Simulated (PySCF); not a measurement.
# SiH2: relaxation and vibrations of the singlet

The task is one start of a wider search on SiH2: the singlet, from a bent start. It is relaxed, tested by its Hessian and followed downhill if it is a saddle.

Method: PBE, basis Si def2-TZVP, H def2-TZVP, no relativity, density fitting; program: PySCF 2.14.0.

## 1. The system as given

3 atoms, charge 0, spin multiplicity 1.

Bond lengths: Si1–H2 1.480 Å, Si1–H3 1.480 Å. Angles: H2–Si1–H3 110.0°.

Z-matrix (Å, degrees; charge 0 multiplicity 1):
```
Si
H  1 1.4800
H  1 1.4800 2 110.00
```

## 2. The SCF at the typed geometry

One driver script runs all steps and calls PySCF; scf.py shows how it sets up the SCF of each step. The optimiser is the driver's own. After this first run the driver tries any further starts and a stability analysis.

Contents of scf.py:

```python
from pyscf import gto, scf, dft
mol = gto.M(atom='''
Si     0.000000     0.000000     0.000000
H      1.212300     0.000000     0.848900
H     -1.212300     0.000000     0.848900''',
    basis={'Si': 'def2-TZVP', 'H': 'def2-TZVP'},
    charge=0, spin=0)
mf = dft.RKS(mol, xc='PBE')
mf.grids.atom_grid = (50, 194)
aux = {'Si': 'def2-universal-JKFIT', 'H': 'def2-universal-JKFIT'}
mf = mf.density_fit(auxbasis=aux)
mf.conv_tol = 1e-08
mf.diis_space = 10
mf.max_cycle = 60
mf.init_guess = 'minao'
mf.verbose = 4
mf.kernel()
```

The run is started by

```
$ OMP_NUM_THREADS=2 python axn.py task.json out
```

Standard output:

```text
init E= -290.324212495155
  HOMO = -0.21228733005422  LUMO = -0.147192667404969  gap/eV = 1.77132
cycle= 1 E= -290.442677034221  delta_E= -0.118  |g|= 0.151  |ddm|= 1.21
  HOMO = -0.186904935684524  LUMO = -0.147836801312138  gap/eV = 1.06310
cycle= 2 E= -290.446916390107  delta_E= -0.00424  |g|= 0.0806  |ddm|= 0.201
  HOMO = -0.189119030846317  LUMO = -0.14565461941519  gap/eV = 1.18273
cycle= 3 E= -290.448061077109  delta_E= -0.00114  |g|= 0.0123  |ddm|= 0.0934
  HOMO = -0.192732351378309  LUMO = -0.148143197539286  gap/eV = 1.21333
cycle= 4 E= -290.448107848769  delta_E= -4.68e-05  |g|= 0.00175  |ddm|= 0.027
  HOMO = -0.192284588729128  LUMO = -0.14777371137818  gap/eV = 1.21120
cycle= 5 E= -290.448109101537  delta_E= -1.25e-06  |g|= 0.000179  |ddm|= 0.00312
  HOMO = -0.192253958040252  LUMO = -0.147740156366673  gap/eV = 1.21128
cycle= 6 E= -290.4481091142  delta_E= -1.27e-08  |g|= 5.66e-05  |ddm|= 0.000293
  HOMO = -0.192256998445774  LUMO = -0.147748768071118  gap/eV = 1.21113
cycle= 7 E= -290.448109115651  delta_E= -1.45e-09  |g|= 3.79e-06  |ddm|= 9.58e-05
  HOMO = -0.192257467785179  LUMO = -0.147748826358718  gap/eV = 1.21114
Extra cycle  E= -290.448109115655  delta_E= -3.47e-12  |g|= 2.34e-06  |ddm|= 1.24e-05
converged SCF energy = -290.448109115655
```

This step, with its further starts and checks, ran for 2.1 s (2 threads of Arm Neoverse V2, shared host).

Energies from each starting density:

| start | energy (Eh) |
| --- | --- |
| the minimal-basis guess | -290.448109 |
| a thermally smeared density | -290.448109 |
| a smeared PBE density | -290.448109 |

The test of internal stability and the other starts found no lower closed-shell solution.

## 3. Relaxation: bent start, singlet

The program finds C2v symmetry in the start, which this walk keeps. Threshold on the gradient: 0.0003 Eh/bohr, with a further test on the energy change.

Edit scf.py of step 2 so:

```diff
@@ -3,3 +3,3 @@
-Si     0.000000     0.000000     0.000000
-H      1.212300     0.000000     0.848900
-H     -1.212300     0.000000     0.848900''',
+Si     0.000000     0.000000    -0.057050
+H      1.212300     0.000000     0.791850
+H     -1.212300     0.000000     0.791850''',
@@ -15 +14,0 @@
-mf.init_guess = 'minao'
```

The optimiser's trace:

| step | energy (Eh) | change (kJ/mol) | largest symmetric gradient (Eh/bohr) |
| --- | --- | --- | --- |
| 0 | -290.448109 | 0.00 | 0.04683 |
| 1 | -290.457935 | -25.80 | 0.00140 |
| 2 | -290.457966 | -25.88 | 0.00088 |
| 3 | -290.457970 | -25.89 | 0.00027 |
| 4 | -290.457971 | -25.89 | 0.00000 |

The walk took 1.1 s.

After 4 steps and 25.9 kJ/mol it ends at C2v: Si–H 1.539 Å (×2); H–Si–H 90.5°.

## 4. Vibrations and properties at this point

On the finer grid the gradient is checked again; gradients at displacements of ±0.02 bohr then give force constants and infrared intensities.

Edit scf.py of step 3 so:

```diff
@@ -3,3 +3,3 @@
-Si     0.000000     0.000000    -0.057050
-H      1.212300     0.000000     0.791850
-H     -1.212300     0.000000     0.791850''',
+Si     0.000000     0.000000    -0.072807
+H      1.092844     0.000000     1.010545
+H     -1.092844     0.000000     1.010545''',
@@ -9 +9 @@
-mf.grids.atom_grid = (50, 194)
+mf.grids.atom_grid = (75, 302)
@@ -12 +12 @@
-mf.conv_tol = 1e-08
+mf.conv_tol = 1e-10
```

This SCF starts from the last density.

SCF at the final geometry:

```text
init E= -290.457985795825
  HOMO = -0.215585609981721  LUMO = -0.148010709051556  gap/eV = 1.83881
cycle= 1 E= -290.457985795826  delta_E= -1.02e-12  |g|= 9.68e-08  |ddm|= 2.41e-07
  HOMO = -0.215585625999617  LUMO = -0.148010717936423  gap/eV = 1.83881
Extra cycle  E= -290.457985795825  delta_E= 1.71e-12  |g|= 9.29e-08  |ddm|= 2.44e-07
converged SCF energy = -290.457985795825
```

The whole step took 3.7 s.

Geometry: C2v; Si–H 1.539 Å (×2); H–Si–H 90.5°.

Modes, for the most abundant isotopes:

| symmetry | ω (cm⁻¹) | IR (km/mol) | μ (u) |
| --- | --- | --- | --- |
| a1 | 975 | 61.6 | 1.04 |
| a1 | 1973 | 202 | 1.04 |
| b2 | 1980 | 239 | 1.04 |

Every mode is real; the point is a minimum.

Properties at this point:

| Quantity | Value |
| --- | --- |
| Dipole moment | 0.10 D |
| Highest occupied level | -5.87 eV |
| Lowest empty level | -4.03 eV |
| Rotational constants | 7.639, 7.003, 3.654 cm⁻¹ |
| Zero-point energy | 29.5 kJ/mol |
| Principal polarisabilities | 25.8, 34.8, 35.7 bohr³ |
| Atomisation energy without zero-point energy | 619 kJ/mol |
| Principal traceless quadrupole moments about the centre of mass | -3.65, -1.00, 4.65 D Å |
| Entropy at 298.15 K and 1 bar | 207.8 J/(mol K) |
| Heat capacity Cp at 298.15 K | 35.1 J/(mol K) |
| Enthalpy at 298.15 K above 0 K | 10.03 kJ/mol |
| Rotational symmetry number | 2 |

Populations by atom (charges in e):

| atom | Mulliken | Löwdin | polar tensor | Mayer order to Si1 |
| --- | --- | --- | --- | --- |
| Si1 | 0.03 | 0.11 | 0.38 | – |
| H2,3 | -0.02 | -0.06 | -0.19 | 0.96 |

Mulliken populations on Si1: s 5.85, p 8.00, d 0.11, f 0.01.

## 5. Would spin polarisation lower it?

At the lowest minimum the closed shell is tested against spin polarisation, on the (50, 194) grid. It is stable.

## 6. Summary of results

| quantity | value |
| --- | --- |
| minimum | singlet, C2v |
| geometry | Si–H 1.539 Å (×2); H–Si–H 90.5° |
| wavenumbers (cm⁻¹) | 975 (a1), 1973 (a1), 1980 (b2) |
| dipole moment | 0.10 D |
| highest occupied, lowest empty level | -5.87, -4.03 eV |
| polar-tensor charge of Si1 | +0.38 e |
| zero-point energy | 29.5 kJ/mol |
| entropy at 298.15 K | 207.8 J/(mol K) |
| atomisation energy (no zero-point energy) | 619 kJ/mol |

In words: The bent start keeps its C2v symmetry and ends in a minimum. In the infrared the band at 1980 cm⁻¹ (b2, stretch) leads. Only this shape and spin were tried, so other structures or states may lie lower.

The search up to here ran for 7.1 s (2 threads of Arm Neoverse V2, shared host).
